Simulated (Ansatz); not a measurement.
## One structure, 3 elements: NaP2, RbP2, CsP2

Plane-wave DFT in Ansatz with scalar-relativistic PAW potentials, cutoff 420 eV, Γ-centred meshes chosen by cell and gap, Gaussian smearing with energies taken to zero width. Every cell was relaxed (cell and atoms) in a run of its own, within the symmetry of its start. Functional: PBE.

All members share space group Fm-3m and the same sites; only the element on one set of sites changes (Na, Rb, Cs). Members needn't be the stable form of their composition. Energies over the elements, where given, are against the elements' standard states in the same functional (H₂, N₂, O₂ and halogens uncorrected, Hg as a solid). The first member:

Space group Fm-3m (No. 225). a = 6.177 Å, b = 6.177 Å, c = 6.177 Å, α = 90.00°, β = 90.00°, γ = 90.00°
| atom | site | symmetry | x | y | z |
| --- | --- | --- | --- | --- | --- |
| Na | 4a | m-3m | 0.0000 | 0.0000 | 0.0000 |
| P | 8c | -43m | 0.2500 | 0.2500 | 0.7500 |

How do size, gap and binding change down the group?

| compound | V (Å³/atom) | a (Å) | energy over elements (eV/atom) |
| --- | --- | --- | --- |
| NaP2 | 19.64 | 6.177 | 0.648 |
| RbP2 | 30.55 | 7.157 | 1.310 |
| CsP2 | 34.67 | 7.466 | 1.453 |

Over the series the volume grows at each step down the group; all are metallic on the mesh; none is bound against its elements in this structure, and Na comes closest.

Spin-orbit coupling is left out, which matters for the bands of heavy elements.